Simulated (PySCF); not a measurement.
Stationary points of N(OH)3

Method: PySCF, PBE0, basis N def2-TZVP, O def2-TZVP, H def2-TZVP (no relativity, density fitting).

Relaxations began from a few typed shapes. The search is not exhaustive: other isomers or separated fragments can lie lower, and high-lying points may rest on an excited occupation.

Question: Which is the lowest minimum found?
A. singlet C3: N–O 1.396 Å (×3), O–H 0.964 Å (×3); H–O–N 102.8° (×3), O–N–O 103.6° (×3)
B. singlet C3: N–O 1.406 Å (×3), O–H 0.970 Å (×3); H–O–N 103.7° (×3), O–N–O 104.8° (×3)
C. singlet Cs: N–O 1.378 Å (×2), N–O 1.407 Å, O–H 0.963 Å, O–H 0.973 Å (×2); H–O–N 103.7°, H–O–N 106.9° (×2), O–N–O 105.1° (×2), O–N–O 108.9°
D. singlet C3h: N–O 1.388 Å (×3), O–H 0.964 Å (×3); H–O–N 103.2° (×3), O–N–O 120.0° (×3)
E. singlet Cs: N–O 1.379 Å, N–O 1.398 Å (×2), O–H 0.963 Å (×2), O–H 0.973 Å; H–O–N 102.8° (×2), H–O–N 105.8°, O–N–O 101.4°, O–N–O 106.6° (×2)

Answer: E. The others lie at 7.5 (singlet Cs), 12.6 (singlet C3), 25.0 (singlet C3, a saddle point), 301.6 (singlet C3h, a saddle point) kJ/mol above it.
